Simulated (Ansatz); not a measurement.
# SiH5O (doublet): wave-function methods side by side at distance Si1–H5 along a hydrogen transfer = 1.827 Å, cc-pVDZ

One table from this session's results is given with a row withheld; the runs are named, their logs left out.

Program: Ansatz 0.2.0, Gaussian basis. Level of theory: cc-pVDZ, core rule «outside noble gas», up to 6 orbitals frozen. These are calculated values, not measurements.

Plan: UHF; CCSD(T) on ROHF; CCSD(T) on UHF; BCCD(T) on ROHF; CISD; CCSDT(Q) on ROHF; CCSDT(Q) on UHF; CASSCF and MRCISD+Q, 3 electrons in 3 orbitals; CASSCF and NEVPT2, 3 electrons in 3 orbitals.

## What is computed

The geometry derives from fragments relaxed apart (PBE0/def2-TZVP) and kept rigid, so it is no stationary point. A hydrogen atom is moved between rigid fragments.

7 atoms, charge 0, spin multiplicity 2.

Atoms are counted from 1 here; the program's logs count them from 0.

Bond lengths: Si1–H2 1.485 Å, Si1–H3 1.485 Å, Si1–H4 1.485 Å, H5–O6 0.990 Å, O6–H7 0.973 Å. Angles: H2–Si1–H3 109.5°, H2–Si1–H4 109.5°, H3–Si1–H4 109.5°, H5–O6–H7 105.0°.

Coordinates:

| atom | x (Å) | y (Å) | z (Å) |
| --- | --- | --- | --- |
| Si1 | -0.9875 | 0.0193 | 0.0000 |
| H2 | -1.4823 | 1.4190 | 0.0000 |
| H3 | -1.4823 | -0.6806 | 1.2122 |
| H4 | -1.4823 | -0.6806 | -1.2122 |
| H5 | 0.8395 | 0.0193 | 0.0000 |
| O6 | 1.8295 | 0.0193 | 0.0000 |
| H7 | 2.0814 | -0.9207 | 0.0000 |

The first run:

The input, in.yaml:

```yaml
crystal:
  periodic: [false, false, false]
  atoms:
    - {symbol: Si, position_ang: [-0.987461, 0.019286, 0.000000]}
    - {symbol: H, position_ang: [-1.482333, 1.418994, 0.000000]}
    - {symbol: H, position_ang: [-1.482332, -0.680568, 1.212183]}
    - {symbol: H, position_ang: [-1.482333, -0.680568, -1.212182]}
    - {symbol: H, position_ang: [0.839539, 0.019286, 0.000000]}
    - {symbol: O, position_ang: [1.829539, 0.019286, -0.000001]}
    - {symbol: H, position_ang: [2.081398, -0.920664, -0.000001]}
basis:
  gaussian: {orbitals: cc-pVDZ}
magnetization: {spin_polarized: true, initial_magnetization: 1}
hamiltonian: {xc: hf}
output: {orbitals: {seedname: orbitals}}
```

On the command line:

```sh
> ansatz run in.yaml --threads 1 --pin off --events-out ev --progress --plain --max-ram 2816MiB --backend cpu
```

Among the steps run: UHF; CCSD(T) on ROHF; CCSD(T) on UHF; BCCD(T) on ROHF; CISD; CCSDT(Q) on ROHF; CCSDT(Q) on UHF; CASSCF and MRCISD+Q, 3 electrons in 3 orbitals; CASSCF and NEVPT2, 3 electrons in 3 orbitals.

One table of the session follows, with a row left open; its other results are not shown here.

It belongs to the step «Misses and costs». 

| method | from UCCSDT(Q) (kcal/mol) |
| --- | --- |
| ROHF | +221.82 |
| UHF | +219.77 |
| RMP2 | +26.99 |
| UMP2 | +27.29 |
| CISD | +24.69 |
| RCCSD | +5.08 |
| UCCSD | +5.04 |
| RCCSD(T) | +0.94 |
| UCCSD(T) | +0.94 |
| BCCD(T) | +0.93 |
| RCCSDT | +0.41 |
| UCCSDT | ? |
| RCCSDT(Q) | +0.02 |
| UCCSDT(Q) | 0 |
| CASSCF pair | +208.40 |
| NEVPT2 pair | +27.03 |
| MRCISD pair | +22.41 |
| MRCISD+Q pair | +3.18 |

Q: Estimate the row for UCCSDT from the others.

The run gave: from UCCSDT(Q) (kcal/mol): +0.40. In the column «from UCCSDT(Q) (kcal/mol)» it lies between RCCSDT(Q) (+0.02) and RCCSDT (+0.41).

Caveats from the session: Restricted and unrestricted rows rest on different reference determinants; where their highest levels disagree by more than a few hundredths of an eV, they describe different states and don't form one ladder.
